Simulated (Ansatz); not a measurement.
Reaction (SMILES): F[SiH2]F + 2 [H][H] (H2) → 2 F (HF) + [SiH4] (SiH4)
B3LYP-D3(BJ)/def2-TZVP geometries, fixed; electronic energies without zero-point terms.

Energies in hartree at wB97M-V with Ansatz (a quantum-chemistry and plane-wave program); the energy of full hydrogenation is their sum with the coefficients shown, times 627.509 kcal/mol a hartree. All functions are spherical. The program fits the integrals of some runs and decomposes those of others, by size. The functional holds VV10 correlation; no added dispersion term, no relativity.

| species | coefficient | part | cc-pV(D+d)Z | cc-pV(T+d)Z | cc-pV(Q+d)Z |
|---|---|---|---|---|---|
| F[SiH2]F | -1 | wB97M-V | -490.42635 | -490.52735 | -490.55234 |
| [H][H] (H2) | -2 | wB97M-V | -1.15349 | -1.16133 | -1.16202 |
| F (HF) | +2 | wB97M-V | -100.40562 | -100.45089 | -100.46342 |
| [SiH4] (SiH4) | +1 | wB97M-V | -291.83372 | -291.85091 | -291.85483 |

Problem. Predict the energy of full hydrogenation in cc-pV(5+d)Z (X = 5): let each wB97M-V step shrink by the ratio of the last two. Compare with the run.

Solution. 
- F[SiH2]F: steps -0.10100 and -0.02499, ratio 0.247, so wB97M-V -490.55851 (run: -490.55873).
- [H][H] (H2): steps -0.00784 and -0.00069, ratio 0.088, so wB97M-V -1.16208 (run: -1.16221).
- F (HF): steps -0.04527 and -0.01253, ratio 0.277, so wB97M-V -100.46689 (run: -100.46746).
- [SiH4] (SiH4): steps -0.01719 and -0.00392, ratio 0.228, so wB97M-V -291.85572 (run: -291.85620).
Predicted 58.47 kcal/mol; the run in cc-pV(5+d)Z gives 57.75, a miss of 0.72. Keeping the value in cc-pV(Q+d)Z, 59.43, would miss by 1.68. All sums are of the energies as printed.
